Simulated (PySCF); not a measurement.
methylamine (CH₅N), SMILES CN. Geometry optimised at PBE-D3(BJ)/def2-TZVP.

Computed with PBE-D3(BJ)/def2-TZVP run with PySCF.

Harmonic wavenumbers (cm⁻¹): 301, 814, 948, 1041, 1133, 1307, 1404, 1443, 1466, 1614, 2893, 2996, 3035, 3404, 3481. Rotational constants (GHz): 102.2, 22.63, 21.76; symmetry number 1.

Problem. Work out the zero-point energy and the ideal-gas rigid-rotor harmonic-oscillator thermochemistry at 298.15 K and 1 atm.

Solution. ZPE = ½ Σ hcν = ½ × 27280 cm⁻¹ = 163.17 kJ/mol. H − E(el) = 174.72 kJ/mol. Entropy in J/(mol K): translation 151.60, rotation 81.16, vibration 8.10, total 240.85. G − E(el) = 102.91 kJ/mol. Cp = 49.16 J/(mol K).
